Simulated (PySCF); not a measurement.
`CC(N)=O`. Structure optimised with GFN2-xTB, isolated species.

```
atom  x, y, z in Å
C1    -1.0962   -0.0122    0.0826
C2     0.2761    0.4578   -0.3513
N3     1.2875   -0.3121    0.1216
O4     0.4750    1.4240   -1.0487
H5    -1.1874    0.0703    1.1636
H6    -1.2459   -1.0507   -0.2037
H7    -1.8545    0.6059   -0.3881
H8     2.2354   -0.0683   -0.1107
H9     1.1236   -1.1087    0.7096
```

Question: Which two atoms are farthest apart?

Answer: H7···H8, 4.15 Å; the next longest distance is 3.65 Å.

Question: Give the dihedral angles H6–C1–C2–N3, O4–C2–N3–H9, H5–C1–C2–O4.

Answer: H6–C1–C2–N3 -56° (synclinal); O4–C2–N3–H9 179° (antiperiplanar); H5–C1–C2–O4 -116° (anticlinal). Dihedral signs follow IUPAC: positive where, seen along the central bond, the front bond turns clockwise onto the rear one.

Question: Work out the bond lengths C1–C2, C1–H5, C1–H6, C1–H7, C2–N3, N3–H8, N3–H9 in Å.

Answer: For C1–C2 the difference vector is (1.3723, 0.4700, -0.4339) Å, of length 1.5141 Å. C1–C2 1.514; C1–H5 1.088; C1–H6 1.088; C1–H7 1.086; C2–N3 1.356; N3–H8 1.006; N3–H9 1.004 Å.

Question: What is the repulsion energy of the bare nuclei, Σ ZA·ZB/RAB?

Answer: 122.32 Eh over 36 pairs, with full nuclear charges and distances in bohr; the largest single term is 21.03 Eh (C2 with O4).

Question: What are the angles C1–C2–O4, N3–C2–O4, H8–N3–H9, C2–N3–H8?

Answer: From the scalar product of the two bond vectors; for C1–C2–O4 it is -1.0297 Å² over 1.5141 × 1.2081 Å², cos θ = -0.5629. C1–C2–O4 124.3°; N3–C2–O4 122.2°; H8–N3–H9 118.8°; C2–N3–H8 119.0°.

Question: How far apart are these pairs, which share no bond: C1···O4, C2···H9, O4···H8, H5···H6, H6···H7, H6···H9?

Answer: C1···O4 2.411 Å (2 bonds apart); C2···H9 2.073 Å (2 bonds apart); O4···H8 2.491 Å (3 bonds apart); H5···H6 1.769 Å (2 bonds apart); H6···H7 1.774 Å (2 bonds apart); H6···H9 2.540 Å (4 bonds apart).

Question: Where is the centre of mass (commonest isotopes), and what is the radius of gyration?

Answer: Mass 59.037 u; centre at (0.252, 0.376, -0.290) Å; Rg = √(Σ m r²/M) = 1.291 Å. As Ia + Ib + Ic = 2 Σ m r², the three principal moments sum to 196.7 u·Å².

Question: Write the matrix of distances between heavy atoms (Å, lower triangle).

Answer: 
```
C1    0.000
C2    1.514  0.000
N3    2.403  1.356  0.000
O4    2.411  1.208  2.246  0.000
```

No frequency check. One conformer, not necessarily the lowest.

These are computed values.
